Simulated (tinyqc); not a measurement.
Inside a calculation. Method: UHF in the sto-3g basis, for NH3, spin multiplicity 1. One step of it, computed by the program tinyqc.

Question. Iteration 2: DIIS coefficients. Solve [B -1; -1 0][c; lambda] = [0; -1] for the coefficients, which sum to one.

B (overlaps of the stored error matrices):
```
[[7.8370376e-01, 5.1206778e-02],
 [5.1206778e-02, 5.2426857e-02]]
```

Give: DIIS coefficients.

Answer.

DIIS coefficients: [0.0017, 0.9983]
